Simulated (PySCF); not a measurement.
Ionisation energies (eV) were calculated with PySCF 2.14 by MP2 (valence), PBE, UHF, in another order, as differences of total energies without spin-orbit coupling. The measured values are between term centres (NIST).

```tsv
species	measured	A	B	C
B (dyall-av3z, spin-free X2C)	8.297	8.264	8.039	8.670
N (dyall-av3z, spin-free X2C)	14.545	14.580	13.889	14.727
F (dyall-av3z, spin-free X2C)	17.427	17.289	15.637	17.643
Ne (dyall-av3z, spin-free X2C)	21.597	21.625	19.642	21.644
Mg (dyall-av3z, spin-free X2C)	7.646	7.270	6.615	7.624
Al (dyall-av3z, spin-free X2C)	5.977	5.825	5.598	6.067
Cl (dyall-av3z, spin-free X2C)	12.974	12.745	11.747	12.955
As (dyall-av3z, spin-free X2C)	10.008	9.898	9.411	9.883
```

Q: Which column is which method?

A: A is MP2 (valence) (mean error -0.12 eV); B is UHF (mean error -0.99 eV); C is PBE (mean error 0.09 eV). Valence MP2 in a finite basis recovers only part of the missing correlation, so it stays below experiment on average. Hartree-Fock lacks the correlation of the electron removed and comes out lowest. PBE, with gradient corrections, lies close to experiment on average, with errors of both signs.
